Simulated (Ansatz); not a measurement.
**Si₂H₃F (SMILES F[SiH]=[SiH2]): functionals against CCSD(T) at one geometry**

The atoms stand at a structure displaced at random from a GFN2-xTB minimum. How far do the functionals agree with CCSD(T) there?

Program: Ansatz 0.2.0, Gaussian basis. Level of theory: single points in def2-TZVPP. These are calculated values, not measurements.

Correlated methods freeze the cores.

## (1) Where the work starts

SMILES `F[SiH]=[SiH2]`, 6 atoms, charge 0, spin multiplicity 1.

Atoms are counted from 1 here; the program's logs count them from 0.

Bond lengths: F1–Si2 1.589 Å, Si2–Si3 2.235 Å, Si2–H4 1.452 Å, Si3–H5 1.470 Å, Si3–H6 1.445 Å. Angles: F1–Si2–Si3 109.8°, F1–Si2–H4 98.7°, Si3–Si2–H4 132.3°, Si2–Si3–H5 111.9°, Si2–Si3–H6 115.6°, H5–Si3–H6 105.6°.

As a file:

```
atom     x (Å)     y (Å)     z (Å)
  F1  -1.56310  -1.35250   0.67060
 Si2  -0.11530  -1.06600   0.08280
 Si3   0.17270   1.13440  -0.18570
  H4  -0.02770  -2.18270  -0.84120
  H5   1.50050   1.45120  -0.73040
  H6   0.04490   1.93160   1.01250
```

## (2) CCSD(T)/def2-TZVPP

File run/in.yaml:

```yaml
crystal:
  periodic: [false, false, false]
  atoms:
    - {symbol: F, position_ang: [-1.563100, -1.352500, 0.670600]}
    - {symbol: Si, position_ang: [-0.115300, -1.066000, 0.082800]}
    - {symbol: Si, position_ang: [0.172700, 1.134400, -0.185700]}
    - {symbol: H, position_ang: [-0.027700, -2.182700, -0.841200]}
    - {symbol: H, position_ang: [1.500500, 1.451200, -0.730400]}
    - {symbol: H, position_ang: [0.044900, 1.931600, 1.012500]}
basis:
  gaussian: {orbitals: def2-TZVPP}
correlation: {method: ccsd_t}
output: {forces: true}
```

The command line of these runs was not kept.

## (3) PBE0-D4/def2-TZVPP

Changes to run/in.yaml since step 2:

```diff
@@ -11,3 +11,3 @@
   gaussian: {orbitals: def2-TZVPP}
-correlation: {method: ccsd_t}
-output: {forces: true}
+hamiltonian: {xc: pbe0, dispersion: d4}
+output: {forces: true, orbitals: {seedname: orbitals}}
```

## (4) wB97M-V/def2-TZVPP

Changes to run/in.yaml since step 3:

```diff
@@ -11,3 +11,3 @@
   gaussian: {orbitals: def2-TZVPP}
-hamiltonian: {xc: pbe0, dispersion: d4}
-output: {forces: true, orbitals: {seedname: orbitals}}
+hamiltonian: {xc: {name: wB97M-V}}
+output: {forces: true}
```

## (5) r2SCAN-D4/def2-TZVPP

Changes to run/in.yaml since step 4:

```diff
@@ -11,3 +11,3 @@
   gaussian: {orbitals: def2-TZVPP}
-hamiltonian: {xc: {name: wB97M-V}}
+hamiltonian: {xc: r2scan, dispersion: d4}
 output: {forces: true}
```

## (6) PBE-D4/def2-TZVPP

Changes to run/in.yaml since step 5:

```diff
@@ -11,3 +11,3 @@
   gaussian: {orbitals: def2-TZVPP}
-hamiltonian: {xc: r2scan, dispersion: d4}
+hamiltonian: {xc: pbe, dispersion: d4}
 output: {forces: true}
```

## (7) B97M-V/def2-TZVPP

Changes to run/in.yaml since step 6:

```diff
@@ -11,3 +11,3 @@
   gaussian: {orbitals: def2-TZVPP}
-hamiltonian: {xc: pbe, dispersion: d4}
+hamiltonian: {xc: {name: B97M-V}}
 output: {forces: true}
```

## (8) CAM-B3LYP-D4/def2-TZVPP

Changes to run/in.yaml since step 7:

```diff
@@ -11,3 +11,3 @@
   gaussian: {orbitals: def2-TZVPP}
-hamiltonian: {xc: {name: B97M-V}}
+hamiltonian: {xc: {name: CAM-B3LYP}, dispersion: d4}
 output: {forces: true}
```

(Steps that only read results are left out.)

Before running it: what results should come out? Wanted: energy less free atoms, CCSD(T)/def2-TZVPP; RMS force component; RMS force error; HOMO and LUMO, PBE0-D4; T1 diagnostic.

The runs gave:

| quantity | value |
| --- | --- |
| energy less free atoms, CCSD(T)/def2-TZVPP | -1709.1 kJ/mol |
| RMS force component | 0.459 to 0.638 eV/Å over the methods |
| RMS force error | PBE0-D4 0.139, wB97M-V 0.145, r2SCAN-D4 0.115, PBE-D4 0.253, B97M-V 0.138, CAM-B3LYP-D4 0.133 eV/Å |
| HOMO and LUMO, PBE0-D4 | -6.28 and -2.64 eV |
| T1 diagnostic | 0.019 |

In words: Against CCSD(T) the functionals' energies less atoms differ by -76.1 to -16.7 kJ/mol, PBE-D4 by -54.4 kJ/mol. A larger basis would deepen the CCSD(T) value, while the functionals are nearly converged already, so the order here is not reliable. The forces of r2SCAN-D4 come nearest to CCSD(T), those of PBE-D4 are farthest. Frozen-core CCSD(T) forces in triple zeta carry basis errors of their own, and this is one geometry, so small gaps rank nothing. The restricted Hartree–Fock reference is unstable towards an unrestricted one at one or more of these structures.
